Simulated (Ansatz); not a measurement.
```yaml
crystal:
  periodic: [false, false, false]
  atoms:
    - {symbol: Mo, position_ang: [-0.077782, 0.133032, -0.004771]}
    - {symbol: F, position_ang: [1.643060, -0.560235, 0.040098]}
    - {symbol: F, position_ang: [-0.932603, 1.595044, -0.057204]}
    - {symbol: F, position_ang: [-0.317663, -1.706608, 0.041199]}
basis:
  gaussian: {orbitals: def2-TZVP}
magnetization: {spin_polarized: true, initial_magnetization: 1}
hamiltonian: {xc: pbe0}
relax: {f_tol: 0.004, max_steps: 80}
```

```sh
$ ansatz run in.yaml --threads 1 --pin off --events-out ev --progress --plain --max-ram 2176MiB
```

Steps of the relaxation (energy above the last step; positions in Å, forces in eV/Å):

```
4
step 1, 1200.7 meV
Mo   -0.078    0.133   -0.005    3.595   -6.149    0.435
F     1.643   -0.560    0.040    0.773    1.376   -0.083
F    -0.933    1.595   -0.057   -2.790    4.772   -0.271
F    -0.318   -1.707    0.041   -1.578    0.001   -0.082
```

```
4
step 2, 353.5 meV
Mo   -0.031    0.053    0.119    1.618   -2.767   -0.106
F     1.769   -0.427    0.007   -0.389    0.862    0.115
F    -0.927    1.586   -0.115   -0.669    1.144   -0.123
F    -0.496   -1.751    0.008   -0.560    0.762    0.115
```

```
4
step 3, 57.7 meV
Mo    0.028   -0.049   -0.007    0.420   -0.719    0.178
F     1.875   -0.268    0.045   -0.585    0.326   -0.068
F    -0.902    1.543   -0.064    0.161   -0.276   -0.041
F    -0.687   -1.766    0.046    0.003    0.669   -0.069
```

```
4
step 4, 25.3 meV
Mo    0.037   -0.064    0.000    0.204   -0.349    0.126
F     1.872   -0.244    0.042   -0.117    0.203   -0.044
F    -0.889    1.520   -0.067    0.032   -0.056   -0.038
F    -0.706   -1.751    0.044   -0.120    0.201   -0.044
```

```
4
step 8, 0.3 meV
Mo    0.062   -0.106    0.018   -0.020    0.035    0.038
F     1.903   -0.168    0.037    0.018    0.001   -0.013
F    -0.863    1.475   -0.074    0.012   -0.021   -0.013
F    -0.787   -1.740    0.038   -0.010   -0.015   -0.013
```

```
4
step 9, 0.0 meV
Mo    0.062   -0.106    0.028    0.000    0.000   -0.001
F     1.903   -0.166    0.033   -0.001    0.000    0.000
F    -0.862    1.474   -0.077    0.000   -0.001    0.000
F    -0.789   -1.740    0.035    0.000    0.000    0.000
```

Close pairs at the end: Mo1–F3 1.834 Å, Mo1–F4 1.842 Å, Mo1–F2 1.842 Å.

A stationary point of unrestricted PBE0 after 9 steps, with ⟨S²⟩ = 1.663 against 0.75 for a pure state; no frequencies were run, so it isn't proven a minimum. 3 min on 1 thread of Intel Xeon Platinum 8375C, shared host.
